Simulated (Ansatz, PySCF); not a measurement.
How UKS-B3LYP/6-31G* and FCI compare on the bond length at the minimum of diatomic hydrides.

Values in Å, from Ansatz (an electronic-structure program) and PySCF. Where two bases are given, the first is that of UKS-B3LYP/6-31G*. Full CI is exact in its basis, with frozen cores. Scans on which UKS-B3LYP/6-31G* failed, held another spin at the minimum or broke off are missing, so the means are lower bounds.

```csv
system,basis,UKS-B3LYP/6-31G*,FCI,UKS-B3LYP/6-31G* − FCI
HBe doublet,6-31G* / def2-SVP,1.350,1.352,-0.002
CH cation singlet,6-31G* / cc-pVTZ,1.133,1.131,0.002
HMg doublet,6-31G* / cc-pVTZ,1.757,1.744,0.012
HBe cation singlet,6-31G* / cc-pVTZ,1.325,1.318,0.006
HBe cation singlet,6-31G* / aug-cc-pVQZ,1.325,1.315,0.010
HAl singlet,6-31G* / aug-cc-pVTZ,1.673,1.659,0.013
HMg doublet,6-31G* / aug-cc-pVDZ,1.756,1.754,0.002
HAl singlet,6-31G* / aug-cc-pVQZ,1.673,1.653,0.020
HBr singlet,6-31G* / def2-SVP,1.435,1.419,0.016
HSe doublet,6-31G* / def2-SVP,1.486,1.473,0.013
HLi singlet,6-31G* / cc-pVQZ,1.621,1.607,0.014
HBe cation singlet,6-31G* / cc-pVDZ,1.325,1.333,-0.008
HN triplet,6-31G* / cc-pVTZ,1.048,1.040,0.008
HAs triplet,6-31G* / cc-pVTZ,1.546,1.536,0.010
```

The mean difference from FCI is 0.008 Å (median 0.010) and the mean absolute one 0.010 Å (median 0.010); UKS-B3LYP/6-31G* lies above in 12 and below in 2 of 14 cases. It is closest for CH cation singlet (0.002), HBe doublet (-0.002), HMg doublet (0.002) and furthest off for HAl singlet (0.020), HBr singlet (0.016), HLi singlet (0.014).
